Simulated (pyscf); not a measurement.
PySCF, gas phase, ωB97X-D3(BJ)/def2-SVP geometries.

Q: What is the homolytic dissociation enthalpy (298 K, ωB97M-D3(BJ)/def2-TZVP) of the C–C bond of H₃C–CH(CH₃)–SiH₃, to CH₃• + H₃C–CH•–SiH₃?

A: C–C to CH₃• + H₃C–CH•–SiH₃: 3.66 eV. The 7 functionals that were run give +3.24 (r²SCAN) to +3.69 eV (ωB97X-D3(BJ)). H₃C–CH(CH₃)–SiH₃ lies 1.04 eV over its isomer H₃C–SiH(CH₃)–CH₃, and others may lie lower still (electronic energy, ωB97M-D3(BJ)). H₃C–CH•–SiH₃ lies 0.77 eV over its isomer H₃C–SiH•–CH₃, and others may lie lower still (electronic energy, ωB97M-D3(BJ)).
